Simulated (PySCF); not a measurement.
input.py for NaLi⁻

File input.py (PySCF 2.14):

```python
from pyscf import gto, dft

mol = gto.M(
    atom='Na 0 0 0; Li 0 0 2.96',
    basis='pcseg-1',
    charge=-1,
    spin=1,
    verbose=4,
)
mf = dft.UKS(mol, xc='bhandhlyp')
mf.kernel()
mf.analyze()
print('orbital energies (hartree):', [e[max(0, n-3):n+3].round(4) for e, n in zip(mf.mo_energy, mol.nelec)])
```

```bash
$ OMP_NUM_THREADS=1 python input.py
```

Output (some set-up lines and the per-cycle HOMO/LUMO lines with their warnings removed):

```
PySCF version 2.14.0

[INPUT] verbose = 4
[INPUT] num. atoms = 2
[INPUT] num. electrons = 15
[INPUT] charge = -1
[INPUT] spin (= nelec alpha-beta = 2S) = 1
[INPUT] symmetry False subgroup None
[INPUT] Mole.unit = angstrom
[INPUT] Symbol           X                Y                Z      unit          X                Y                Z       unit  Magmom
[INPUT]  1 Na     0.000000000000   0.000000000000   0.000000000000 AA    0.000000000000   0.000000000000   0.000000000000 Bohr   0.0
[INPUT]  2 Li     0.000000000000   0.000000000000   2.960000000000 AA    0.000000000000   0.000000000000   5.593589328713 Bohr   0.0

nuclear repulsion = 5.89961079741892
number of shells = 4
number of NR pGTOs = 50
number of NR cGTOs = 19
basis = pcseg-1
ecp = {}

******** <class 'pyscf.dft.uks.UKS'> ********
method = UKS
initial guess = minao
damping factor = 0
level_shift factor = 0
DIIS = <class 'pyscf.scf.diis.CDIIS'>
diis_start_cycle = 1
diis_space = 8
diis_damp = 0
SCF conv_tol = 1e-09
SCF conv_tol_grad = None
SCF max_cycles = 50
direct_scf = True
direct_scf_tol = 1e-13
number electrons alpha = 8  beta = 7
XC library pyscf.dft.libxc version 7.0.0
    S. Lehtola, C. Steigemann, M. J.T. Oliveira, and M. A.L. Marques.,  SoftwareX 7, 1–5 (2018)
XC functionals = bhandhlyp
    A. D. Becke.,  J. Chem. Phys. 98, 1372 (1993)
    Defined through Gaussian implementation.
radial grids:
    Treutler-Ahlrichs [JCP 102, 346 (1995); DOI:10.1063/1.469408] (M4) radial grids

becke partition: Becke, JCP 88, 2547 (1988); DOI:10.1063/1.454033
pruning grids: <function nwchem_prune>
grids dens level: 3
symmetrized grids: False
atomic radii adjust function: <function treutler_atomic_radii_adjust>
small_rho_cutoff = 0
Set gradient conv threshold to 3.16228e-05
tot grids = 31824
init E= -169.722993381695

cycle= 1 E= -169.760910322918  delta_E= -0.0379  |g|= 0.0488  |ddm|= 1.24
cycle= 2 E= -169.772014721038  delta_E= -0.0111  |g|= 0.0131  |ddm|= 0.919
cycle= 3 E= -169.772787681548  delta_E= -0.000773  |g|= 0.00551  |ddm|= 0.0935
cycle= 4 E= -169.773157770872  delta_E= -0.00037  |g|= 0.00292  |ddm|= 0.0648
cycle= 5 E= -169.773299320239  delta_E= -0.000142  |g|= 0.000717  |ddm|= 0.0757
cycle= 6 E= -169.773305257434  delta_E= -5.94e-06  |g|= 0.000215  |ddm|= 0.0174
cycle= 7 E= -169.7733058119  delta_E= -5.54e-07  |g|= 8.58e-05  |ddm|= 0.00794
cycle= 8 E= -169.773305948196  delta_E= -1.36e-07  |g|= 4.63e-05  |ddm|= 0.00287
cycle= 9 E= -169.77330599858  delta_E= -5.04e-08  |g|= 1.39e-05  |ddm|= 0.00218
cycle= 10 E= -169.773306001752  delta_E= -3.17e-09  |g|= 3.98e-06  |ddm|= 0.000475
cycle= 11 E= -169.773306001927  delta_E= -1.75e-10  |g|= 4.55e-07  |ddm|= 0.000124
Extra cycle  E= -169.773306001928  delta_E= -1.39e-12  |g|= 1.87e-07  |ddm|= 9.36e-06
converged SCF energy = -169.773306001928  <S^2> = 0.8117712  2S+1 = 2.0608457
**** SCF Summaries ****
Total Energy =                        -169.773306001928233
Nuclear Repulsion Energy =               5.899610797418919
One-electron Energy =                 -251.701732994995382
Two-electron Energy =                   76.028816195648233
Two-electron Coulomb Energy =           92.388573201188819
DFT Exchange-Correlation Energy =      -16.359757005540583
**** MO energy ****
                             alpha | beta                alpha | beta
MO #1   energy= -39.062659953556   | -39.0622426692224  occ= 1 | 1
MO #2   energy= -2.28332610051208  | -2.28240912709366  occ= 1 | 1
MO #3   energy= -2.02621261502558  | -2.02243373717236  occ= 1 | 1
MO #4   energy= -1.13854498406424  | -1.138204501235    occ= 1 | 1
MO #5   energy= -1.13792376616166  | -1.13750847625243  occ= 1 | 1
MO #6   energy= -1.13792376616165  | -1.13750847625243  occ= 1 | 1
MO #7   energy= -0.0237570649170676 | -0.0179546397952162 occ= 1 | 1
MO #8   energy= 0.0195425360701321 | 0.102029249116818  occ= 1 | 0
MO #9   energy= 0.137439507013676  | 0.141620834938726  occ= 0 | 0
MO #10  energy= 0.137439507013676  | 0.141620834938726  occ= 0 | 0
MO #11  energy= 0.140505207364911  | 0.149157624208241  occ= 0 | 0
MO #12  energy= 0.205191979193861  | 0.215910354064514  occ= 0 | 0
MO #13  energy= 0.217194907796974  | 0.227489018844333  occ= 0 | 0
MO #14  energy= 0.217194907796975  | 0.227489018844334  occ= 0 | 0
MO #15  energy= 0.239237345370974  | 0.24804523950132   occ= 0 | 0
MO #16  energy= 0.31506075637035   | 0.322030825918054  occ= 0 | 0
MO #17  energy= 0.486805998169682  | 0.485873240690929  occ= 0 | 0
MO #18  energy= 0.486805998169682  | 0.485873240690929  occ= 0 | 0
MO #19  energy= 0.502837534642677  | 0.502179541171606  occ= 0 | 0

To work with the spin densities directly, `use mulliken_meta_spin()` only printing them here.

 ** Mulliken spin pop alpha/beta on meta-lowdin orthogonal AOs **
 ** Mulliken Spin Density (per AO)  **
 ** Mulliken Spin Density (per atom)  **
spin density of  0 Na =      0.41507
spin density of  1 Li =      0.58493
 ** Mulliken pop alpha/beta on meta-lowdin orthogonal AOs **
 ** Mulliken pop       alpha | beta **
pop of  0 Na 1s        1.00000 | 1.00000
pop of  0 Na 2s        0.99996 | 0.99993
pop of  0 Na 3s        0.95070 | 0.56083
pop of  0 Na 4s        0.03884 | 0.00110
pop of  0 Na 2px       0.99992 | 0.99993
pop of  0 Na 2py       0.99992 | 0.99993
pop of  0 Na 2pz       0.99992 | 0.99991
pop of  0 Na 3px       0.00007 | 0.00007
pop of  0 Na 3py       0.00007 | 0.00007
pop of  0 Na 3pz       0.00097 | 0.01356
pop of  1 Li 1s        0.99995 | 0.99984
pop of  1 Li 2s        0.94532 | 0.40426
[7 lines left out]
In total             8.00000 | 7.00000
 ** Mulliken atomic charges   ( Nelec_alpha | Nelec_beta ) **
charge of  0Na =     -0.56571  (     5.99039      5.57532 )
charge of  1Li =     -0.43429  (     2.00961      1.42468 )

WARN: System has nonzero charge -1; the dipole moment is origin-dependent.
Location of origin: [0. 0. 0.]

Dipole moment(X, Y, Z, Debye):  0.00000, -0.00000, -7.18185
orbital energies (hartree): [array([-1.1379, -0.0238,  0.0195,  0.1374,  0.1374,  0.1405]), array([-1.1375, -1.1375, -0.018 ,  0.102 ,  0.1416,  0.1416])]
```

In short: E(SCF) = -169.773306 Eh, 11 cycles, ⟨S²⟩ = 0.812.

It ran on Arm Neoverse V1 (1 thread, shared host) in 1.7 s, peak memory 0.14 GiB.

The basis has no diffuse functions, which an anion needs. The bond length is a typed value, not an optimised one. The dipole of an ion depends on the origin. No search for the lowest solution was made.
